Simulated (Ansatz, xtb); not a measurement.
## Relaxing a trial structure of C2H3Al+

The starting geometry of this gas-phase doublet has its atoms placed at random.

```json
{"atom": "C", "x (Å)": "0.7440", "y (Å)": "-1.6825", "z (Å)": "-0.8714"}
{"atom": "C", "x (Å)": "-0.3037", "y (Å)": "-0.8442", "z (Å)": "-1.4182"}
{"atom": "Al", "x (Å)": "-0.7556", "y (Å)": "-0.5954", "z (Å)": "0.8267"}
{"atom": "H", "x (Å)": "1.4146", "y (Å)": "-1.2524", "z (Å)": "0.3922"}
{"atom": "H", "x (Å)": "0.2156", "y (Å)": "1.0032", "z (Å)": "-0.2260"}
{"atom": "H", "x (Å)": "-1.9846", "y (Å)": "-0.1849", "z (Å)": "0.2779"}
```

**Question.** One run relaxed it with r2SCAN-D4/def2-SVP. What is a likely outcome?

**Answer.** It ends as a structure given below by its coordinates. Distances that change by over a tenth: C1–C2 (1.45 → 1.29 Å), Al3–H6 (1.41 → 1.55 Å). Contacts that close: C1–Al3 (2.51 → 1.98 Å), C1–H4 (1.49 → 1.10 Å), C2–Al3 (2.30 → 1.98 Å), C2–H5 (2.26 → 1.10 Å).

The energy falls by 8.74 eV over 32 steps:

| step | E − E(last) (eV) |
| --- | --- |
| 1 | 8.738 |
| 4 | 3.427 |
| 8 | 2.061 |
| 11 | 1.357 |
| 15 | 0.669 |
| 18 | 0.629 |
| 22 | 0.377 |
| 25 | 0.210 |
| 29 | 0.056 |
| 32 | 0.000 |

Final geometry (Å):

```csv
atom,x (Å),y (Å),z (Å)
C,0.5901,-1.2169,-0.2558
C,0.4902,0.0465,-0.5119
Al,-1.2374,-0.6056,0.1999
H,1.2201,-2.1188,-0.2550
H,0.9783,0.9614,-0.8798
H,-2.7110,-0.6229,0.6840
```

From the same start GFN2-xTB ends elsewhere, differing in C1–Al3 (3.15 against 1.98 Å here), C2–H5 (3.22 against 1.10 Å here), Al3–H5 (1.60 against 2.92 Å here).

From so rough a start the end depends on the optimiser's path, so another program may land elsewhere. No frequencies were run, so the end isn't proven a minimum. Open shells are spin-unrestricted. Run with Ansatz 0.2.0, 2.5 min on 1 thread of Intel(R) Xeon(R) Platinum 8259CL CPU @ 2.50GHz (Skylake/Cascade Lake), with other jobs on the host.
